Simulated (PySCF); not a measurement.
## State search for SiO

Unrestricted PBE0; Si x2c-SVPall, O x2c-SVPall; spin-free X2C with a Gaussian nucleus (PySCF 2.14). Outer shells of the fragments: Si 3s2 3p2; O 2s2 2p4.

Followed along the bond (rough minima from three points):

```csv
2Ms+1,unpaired,⟨S²⟩ at the start,R at minimum (Å),Te (eV)
1,none,0.00,1.52,0.00
3,π ↑↑,2.01,1.75,3.79
5,"σ ↑, π ↑↑↑",6.00,none in the scan,≤ 6.92
```

Solutions found at the starting distance of 1.715 Å, counted from the lowest of them; the search is not exhaustive and high or unbound solutions are not listed, so other states can lie among these:

```
2Ms+1    unpaired   term  E (eV)  ⟨S²⟩  ⟨Lz²⟩  μ (D)
    1        none    ¹Σ⁺    0.00  0.00   0.00  -3.28
    3        π ↑↑  mixed    3.01  2.01   2.01  -0.74
    3        π ↑↑  mixed    3.37  2.01   2.01  -0.87
    3    σ ↑, π ↑     ³Π    3.43  2.01   1.01  -2.77
    1        π ↑↓  mixed    3.46  1.01   2.01  -0.93
    5  σ ↑, π ↑↑↑     ⁵Π    6.21  6.00   1.00  -1.11
    3    σ ↑, π ↑     ³Π    6.67  2.00   1.01  -0.89
    3        σ ↑↑    ³Σ⁺    6.79  2.00   0.00  -2.49
    5      π ↑↑↑↑    ⁵Σ⁺    8.57  6.02   0.00   3.60
    5  σ ↑↑, π ↑↑  mixed    9.44  6.00   2.01  -0.90
```

A term symbol is given only where ⟨S²⟩ and ⟨Lz²⟩ are close to those of a pure state; real π, δ and φ orbitals otherwise mix terms. A positive dipole means Si(−)O(+).

Problem. Compare the gap between the two lowest followed solutions at the starting distance with the gap between their minima.

Solution. At PBE0 the second solution (triplet, unpaired electrons π ↑↑) lies +3.01 eV from the first (singlet, closed shell) at 1.715 Å and +3.79 eV at the minima; the two curves relax by different amounts, since their minima lie near 1.75 and 1.52 Å.

Counting both spins, an empty level lies below a filled one in some of these solutions, because spin and occupation are held.
